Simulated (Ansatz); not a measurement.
Born–Oppenheimer molecular dynamics of C4H (5 atoms, charge -1, multiplicity 1). It starts from a relaxed structure.

Level of theory: RHF/def2-SVP in Ansatz.

- ensemble: NVT, Langevin thermostat
- time step: 0.5 fs
- steps asked: 500
- set temperature: 700 K
- friction: 0.02 /fs
- seed: 392047

Frames 2.5 fs apart, positions in Å, forces in eV/Å.

Velocities at 25.0 fs (Å/ps):

```
C -6.25 4.04 -0.46
C 8.07 0.20 -5.13
C -5.89 -0.92 1.09
C 11.00 -7.15 -2.98
H 6.72 15.13 -29.25
```

```xyz
5
Properties=species:S:1:pos:R:3:forces:R:3 time_fs=25.0 energy_less_start_eV=0.227 T=442
C 0.365 -2.043 1.329 0.24 -0.14 0.42
C 0.322 -0.943 0.772 0.14 -1.69 0.76
C 0.069 0.076 -0.072 -0.55 1.52 -0.94
C -0.232 0.972 -0.820 -0.20 2.31 -2.06
H -0.414 1.812 -1.566 0.36 -2.00 1.81
5
Properties=species:S:1:pos:R:3:forces:R:3 time_fs=27.5 energy_less_start_eV=0.206 T=503
C 0.354 -2.034 1.330 0.31 -1.01 0.86
C 0.341 -0.948 0.766 -0.21 -0.42 0.07
C 0.057 0.078 -0.077 0.12 0.32 -0.06
C -0.205 0.963 -0.835 -0.49 2.92 -2.56
H -0.369 1.793 -1.586 0.27 -1.82 1.70
5
Properties=species:S:1:pos:R:3:forces:R:3 time_fs=30.0 energy_less_start_eV=0.230 T=393
C 0.349 -2.032 1.335 0.33 -1.60 1.17
C 0.365 -0.957 0.762 -0.61 0.81 -0.73
C 0.049 0.077 -0.086 0.41 0.47 -0.25
C -0.178 0.970 -0.858 0.45 -2.31 2.14
H -0.298 1.701 -1.523 -0.58 2.63 -2.33
5
Properties=species:S:1:pos:R:3:forces:R:3 time_fs=32.5 energy_less_start_eV=0.151 T=424
C 0.344 -2.035 1.335 0.35 -1.10 0.91
C 0.385 -0.955 0.759 -0.78 0.27 -0.47
C 0.043 0.065 -0.095 0.58 1.15 -0.75
C -0.153 0.970 -0.874 0.11 -1.10 0.97
H -0.273 1.731 -1.572 -0.26 0.78 -0.66
5
Properties=species:S:1:pos:R:3:forces:R:3 time_fs=35.0 energy_less_start_eV=0.245 T=170
C 0.342 -2.035 1.334 0.39 -0.48 0.59
C 0.403 -0.947 0.762 -0.94 -0.29 -0.23
C 0.043 0.063 -0.103 0.85 0.96 -0.52
C -0.129 0.968 -0.886 -0.54 1.56 -1.51
H -0.281 1.784 -1.649 0.23 -1.74 1.68
5
Properties=species:S:1:pos:R:3:forces:R:3 time_fs=37.5 energy_less_start_eV=0.189 T=325
C 0.344 -2.040 1.341 0.41 0.02 0.32
C 0.417 -0.945 0.768 -1.13 -0.37 -0.34
C 0.046 0.064 -0.111 0.92 1.42 -0.92
C -0.113 0.973 -0.907 -0.27 -0.47 0.31
H -0.287 1.750 -1.642 0.07 -0.61 0.63
5
Properties=species:S:1:pos:R:3:forces:R:3 time_fs=40.0 energy_less_start_eV=0.255 T=217
C 0.349 -2.048 1.351 0.44 0.84 -0.11
C 0.429 -0.944 0.778 -1.40 -0.42 -0.59
C 0.054 0.072 -0.128 1.25 0.46 -0.03
C -0.096 0.977 -0.925 0.18 -2.61 2.34
H -0.290 1.692 -1.618 -0.47 1.73 -1.61
5
Properties=species:S:1:pos:R:3:forces:R:3 time_fs=42.5 energy_less_start_eV=0.213 T=300
C 0.353 -2.049 1.362 0.41 1.04 -0.22
C 0.427 -0.944 0.785 -1.42 -0.09 -0.98
C 0.070 0.083 -0.145 1.57 -1.74 1.94
C -0.081 0.968 -0.935 -0.76 1.22 -1.20
H -0.320 1.728 -1.661 0.20 -0.44 0.46
5
Properties=species:S:1:pos:R:3:forces:R:3 time_fs=45.0 energy_less_start_eV=0.234 T=248
C 0.358 -2.043 1.377 0.36 1.05 -0.24
C 0.420 -0.945 0.789 -1.25 0.10 -1.20
C 0.098 0.086 -0.158 1.39 -2.14 2.39
C -0.071 0.971 -0.939 -0.99 2.20 -2.12
H -0.335 1.754 -1.676 0.49 -1.21 1.16
5
Properties=species:S:1:pos:R:3:forces:R:3 time_fs=47.5 energy_less_start_eV=0.174 T=257
C 0.356 -2.036 1.392 0.35 1.22 -0.37
C 0.415 -0.944 0.786 -0.95 -0.41 -0.76
C 0.128 0.080 -0.153 0.57 0.23 0.28
C -0.064 0.982 -0.947 0.38 -2.30 1.99
H -0.335 1.703 -1.626 -0.35 1.25 -1.15
5
Properties=species:S:1:pos:R:3:forces:R:3 time_fs=50.0 energy_less_start_eV=0.122 T=504
C 0.354 -2.025 1.401 0.31 1.14 -0.35
C 0.404 -0.944 0.778 -0.56 -0.98 -0.16
C 0.159 0.073 -0.147 0.01 1.27 -0.65
C -0.049 0.982 -0.937 0.31 -2.00 1.68
H -0.369 1.709 -1.619 -0.07 0.58 -0.51
5
Properties=species:S:1:pos:R:3:forces:R:3 time_fs=52.5 energy_less_start_eV=0.141 T=506
C 0.349 -2.010 1.409 0.23 0.47 0.00
C 0.385 -0.949 0.769 -0.19 -0.76 -0.06
C 0.192 0.076 -0.140 -0.02 0.05 0.31
C -0.024 0.971 -0.915 -0.94 1.59 -1.53
H -0.405 1.743 -1.628 0.91 -1.36 1.28
```

Of the whole run (250 fs, mean temperature of the second half 382 K): The mean temperature of the second half is 45 % below the set value. A run of 0.25 ps of so small a system gives no equilibrium averages. Limits of this set-up: an anion without diffuse functions.

Time of the run: 6.8 min on 1 thread of Arm Neoverse N1, with other jobs on the host, peak memory 0.091 GiB.
